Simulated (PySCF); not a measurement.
# isobutyronitrile: calculation and literature

Numbering as in the mapped SMILES `[CH3:1][CH:2]([CH3:3])[C:4]#[N:5]`; H(Xn) means a hydrogen on atom n.

[PySCF: couplings computed with B3LYP/pcJ-2 (spin–dipole term only in couplings to heteroatoms); coordinates at the PBE0-D3(BJ)/def2-TZVP level; NMR shieldings at B97-2/pcSseg-2/GIAO; gas phase; fast rotation and ring inversion assumed for equivalent nuclei; no relativistic terms; one computed conformer]

Reference values: measured (solution, cyclohexane, 308 K; M. Witanowski et al., Magn. Reson. Chem. 27 (1989) 380).
```
atoms                     quantity  reference  computed  computed, scaled
   N5  δ 15N vs neat liquid CH3NO2     -129.8         –            -127.4
```

Reference values: measured (solution, not stated per compound (mostly CDCl3 or CCl4); Pretsch, Buehlmann, Badertscher, Structure Determination of Organic Compounds, 4th ed. (2009)).
| atoms | quantity | reference | computed | computed, scaled |
| --- | --- | --- | --- | --- |
| C1/C3 | δ 13C | 19.9 | 22.8 | 19.9 |
| C2 | δ 13C | 19.8 | 23.7 | 20.8 |
| H(C2) | δ 1H | 2.67 | 2.53 | 2.51 |
| H(C1)/H(C3) | δ 1H | 1.35 | 1.23 | 1.29 |

Computed shifts are σ(ref) − σ with the named reference compound (TMS for H and C) calculated as an isolated molecule at the same level. The measured values may be among those fitted. Expected solution values come from regression of measured δ (H and C: mostly CDCl3, vs TMS) on computed σ: 13C (scatter 2.0 ppm rms, 2.1 ppm with the 3 outliers that the fit left out); 1H (scatter 0.14 ppm rms, 0.16 ppm with the 5 outliers that the fit left out); 15N (scatter 6.4 ppm rms vs CH3NO2, solution or neat liquid). Occasional misses reach two or three times the rms, and more in compound classes unlike the fitted ones.

Coupling constants in Hz:
| coupling | reference | computed | source |
| --- | --- | --- | --- |
| 1J(C2,H(C2)) | 135.5 | 136.8 | measured; liquid or solution (compiled); T. W. Keal, PhD thesis, Durham 2005 (values of Maximoff, Peralta, Barone, Scuseria 2005) |

**Question.** How far are the unscaled 13C shifts from the references?

**Answer.** Mean signed difference +3.40 ppm, mean absolute 3.40 ppm over 2 comparisons; the largest is +3.9 ppm at C2 (sp3 CH α to a nitrile).

**Question.** How far are the unscaled 1H shifts from the references?

**Answer.** Mean signed difference -0.13 ppm, mean absolute 0.13 ppm over 2 comparisons; the largest is -0.14 ppm at H(C2) (hydrogen on an sp3 CH α to a nitrile).

6 of the 16 published NMR values on file for this molecule are compared. The rest: values whose atom or origin is in doubt.
